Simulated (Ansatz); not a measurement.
# CH₅ (doublet): the correlation ladder at distance C1–H5 along a hydrogen transfer = 1.301 Å, 6-31G

How much of the correlation energy of CH₅ (doublet) does each wave-function method recover here?

Program: Ansatz 0.2.0, Gaussian basis. Level of theory: 6-31G, core rule «outside noble gas», up to 1 orbitals frozen. These are calculated values, not measurements.

Plan: UHF; CCSD(T) on ROHF; CCSD(T) on UHF; BCCD(T) on ROHF; CISD; CCSDT(Q) on ROHF; CCSDT(Q) on UHF; CCSDTQ on ROHF; CASSCF and MRCISD+Q, 3 electrons in 3 orbitals; CASSCF and NEVPT2, 3 electrons in 3 orbitals; CASSCF and MRCISD+Q, 9 electrons in 9 orbitals; CASSCF and NEVPT2, 9 electrons in 9 orbitals; Full CI.

7 further runs of the same task are left out: 1 for a mislabelled method, 5 that didn't finish, 1 set aside as unsound or not needed.

## Step 1: The geometry

The geometry derives from fragments relaxed apart (PBE0/def2-TZVP) and kept rigid, so it is no stationary point. A hydrogen atom is moved between rigid fragments.

6 atoms, charge 0, spin multiplicity 2.

Atoms are counted from 1 here; the program's logs count them from 0.

Bond lengths: C1–H2 1.090 Å, C1–H3 1.090 Å, C1–H4 1.090 Å, C1–H5 1.301 Å. Angles: H2–C1–H3 109.5°, H2–C1–H4 109.5°, H2–C1–H5 109.5°, H3–C1–H4 109.5°, H3–C1–H5 109.5°, H4–C1–H5 109.5°.

As a file:

```xyz
6

C    -0.1502    0.0000    0.0000
H    -0.5134    1.0273    0.0000
H    -0.5134   -0.5137    0.8897
H    -0.5134   -0.5137   -0.8897
H     1.1508    0.0000    0.0000
H     2.1788    0.0000    0.0000
```

## Step 2: UHF

File in.yaml:

```yaml
crystal:
  periodic: [false, false, false]
  atoms:
    - {symbol: C, position_ang: [-0.150176, 0.000000, 0.000000]}
    - {symbol: H, position_ang: [-0.513381, 1.027301, 0.000000]}
    - {symbol: H, position_ang: [-0.513381, -0.513650, 0.889668]}
    - {symbol: H, position_ang: [-0.513381, -0.513650, -0.889669]}
    - {symbol: H, position_ang: [1.150824, 0.000000, 0.000000]}
    - {symbol: H, position_ang: [2.178824, 0.000000, 0.000000]}
basis:
  gaussian: {orbitals: 6-31G}
magnetization: {spin_polarized: true, initial_magnetization: 1}
hamiltonian: {xc: hf}
output: {orbitals: {seedname: orbitals}}
```

Launch:

```bash
$ ansatz run in.yaml --threads 1 --pin off --events-out ev --progress --plain --max-ram 2393MiB
```

After this run come: CCSD(T) on ROHF; CCSD(T) on UHF; BCCD(T) on ROHF; CISD; CCSDT(Q) on ROHF; CCSDT(Q) on UHF; CCSDTQ on ROHF; CASSCF and MRCISD+Q, 3 electrons in 3 orbitals; CASSCF and NEVPT2, 3 electrons in 3 orbitals; CASSCF and MRCISD+Q, 9 electrons in 9 orbitals; CASSCF and NEVPT2, 9 electrons in 9 orbitals; Full CI.

Q: Predict the results of all the runs planned. Wanted: FCI below the RHF energy; RMP2 from FCI; UMP2 from FCI; RCCSD from FCI; RCCSD(T) from FCI; UCCSD(T) from FCI; RCCSDT(Q) from FCI; UCCSDT(Q) from FCI; NEVPT2 pair from FCI.

**Answer**, as computed:

| quantity | value |
| --- | --- |
| FCI below the RHF energy | -3.7230 eV |
| RMP2 from FCI | +693.2 meV |
| UMP2 from FCI | +707.3 meV |
| RCCSD from FCI | +68.7 meV |
| RCCSD(T) from FCI | +11.1 meV |
| UCCSD(T) from FCI | +11.9 meV |
| RCCSDT(Q) from FCI | +0.2 meV |
| UCCSDT(Q) from FCI | +0.1 meV |
| NEVPT2 pair from FCI | +520.4 meV |
| NEVPT2 valence from FCI | +256.3 meV |
| MRCISD+Q valence from FCI | +2.6 meV |
| levels within 1 kcal/mol (43 meV) | RCCSD(T), UCCSD(T), BCCD(T), RCCSDT, UCCSDT, RCCSDT(Q), UCCSDT(Q), RCCSDTQ, MRCISD valence, MRCISD+Q valence |
| T1 diagnostic | 0.023 |
| effectively unpaired electrons | 1.03 |

RCCSD(T) misses by +11.1 meV, 0.3 % of the correlation energy. One determinant dominates. Of the multireference levels listed MRCISD+Q valence comes nearest in total energy (+2.6 meV), which doesn't show that its space is the better one. These misses are within one basis, not against nature; the frozen cores of restricted and unrestricted runs differ, which can shift their rows.
